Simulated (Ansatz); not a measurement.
CO2, singlet: CASSCF and its corrections

Computed with Ansatz's Gaussian-basis code (development build). Basis cc-pVDZ, nonrelativistic, 3 orbitals frozen in the corrections. State-specific CASSCF; RHF is the lowest restricted (open-shell) Hartree–Fock solution met. Solutions may break the symmetry of the shape. The lowest solution met needn't be the lowest there is, nor hold the orbitals that a chemist would pick.

Geometry:

```
atom   x (Å)   y (Å)    z (Å)
   O  0.0000  0.0000  -1.2521
   C  0.0000  0.0000   0.0000
   O  0.0000  0.0000   1.2521
```

What do CASSCF and its corrections give against RHF in CAS(8,6), and what are the occupations?

CASSCF -2.467 eV, SC-NEVPT2 -13.530 eV; occupations 1.98, 1.98, 1.95, 1.95, 0.08, 0.08.
